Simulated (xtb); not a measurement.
xtb input (GFN-FF):

```bash
xtb mol.xyz --gfnff --opt tight --chrg 0 --uhf 0
```
mol.xyz:
```
12

C      0.00645702     0.00137118     1.45419528
C      0.00055087     0.00011698     0.12406297
H      0.00482541     0.92504598     2.01974462
H      0.01311859    -0.92123548     2.02144868
C     -0.00871144     1.26990929    -0.67778781
H     -0.00983323     2.15257845    -0.03893565
H      0.86531059     1.32034450    -1.33448046
H     -0.88895351     1.31247184    -1.32668362
C      0.00270273    -1.27118527    -0.67544245
H      0.00950511    -2.15264813    -0.03496206
H     -0.87711609    -1.32285146    -1.32425130
H      0.87714802    -1.31497880    -1.33204813
```

End of the output:

```
         :::::::::::::::::::::::::::::::::::::::::::::::::::::
         ::                     SUMMARY                     ::
         :::::::::::::::::::::::::::::::::::::::::::::::::::::
         :: total energy              -1.850220331013 Eh    ::
         :: gradient norm              0.000078031163 Eh/a0 ::
         ::.................................................::
         :: bond energy               -1.944673536960 Eh    ::
         :: angle energy               0.000608292137 Eh    ::
         :: torsion energy             0.001843833572 Eh    ::
         :: repulsion energy           0.101234043539 Eh    ::
         :: electrostat energy        -0.004225199436 Eh    ::
         :: dispersion energy         -0.004823938513 Eh    ::
         :: HB energy                  0.000000000000 Eh    ::
         :: XB energy                  0.000000000000 Eh    ::
         :: bonded atm energy         -0.000183825351 Eh    ::
         :: external energy            0.000000000000 Eh    ::
         :: add. restraining           0.000000000000 Eh    ::
         :: total charge              -0.000000000000 e     ::
         :::::::::::::::::::::::::::::::::::::::::::::::::::::

           -------------------------------------------------
          |                Property Printout                |
           -------------------------------------------------

molecular dipole:
                 x           y           z       tot (Debye)
 q only:       -0.000      -0.000      -0.042       0.108
           -------------------------------------------------
          |                Geometry Summary                 |
           -------------------------------------------------

      molecular mass/u    :       56.1064696
   center of mass at/Å    :        0.0000613       0.0000130       0.0137973
  moments of inertia/u·Å² :        0.5308845E+02   0.6054893E+02   0.1073604E+03
rotational constants/cm⁻¹ :        0.3175386E+00   0.2784134E+00   0.1570191E+00

 * 9 selected distances

     #   Z          #   Z                                           value/Å
Note: The following floating-point exceptions are signalling: IEEE_UNDERFLOW_FLAG IEEE_DENORMAL
normal termination of xtb
     1   6 C        2   6 C                                       1.3242447 (max)
     1   6 C        3   1 H                                       1.0718848 (min)
     1   6 C        4   1 H                                       1.0718848
     5   6 C        6   1 H                                       1.0913394
     5   6 C        7   1 H                                       1.0914027
     5   6 C        8   1 H                                       1.0914027
     9   6 C       10   1 H                                       1.0913394
     9   6 C       11   1 H                                       1.0914027
     9   6 C       12   1 H                                       1.0914027

 * 2 distinct bonds (by element types)

   Z      Z             #   av. dist./Å        max./Å        min./Å
   1 H    6 C           8     1.0865074     1.0914027     1.0718848
   6 C    6 C           1     1.3242447     1.3242447     1.3242447

optimized geometry written to: xtbopt.xyz

           -------------------------------------------------
          | TOTAL ENERGY               -1.850220331013 Eh   |
          | GRADIENT NORM               0.000078031163 Eh/α |
           -------------------------------------------------
########################################################################
[WARNING] Runtime exception occurred
-1- gfnff_setup: Could not read topology file.
########################################################################

------------------------------------------------------------------------
------------------------------------------------------------------------
 total:
 SCF:
 ANC optimizer:
```
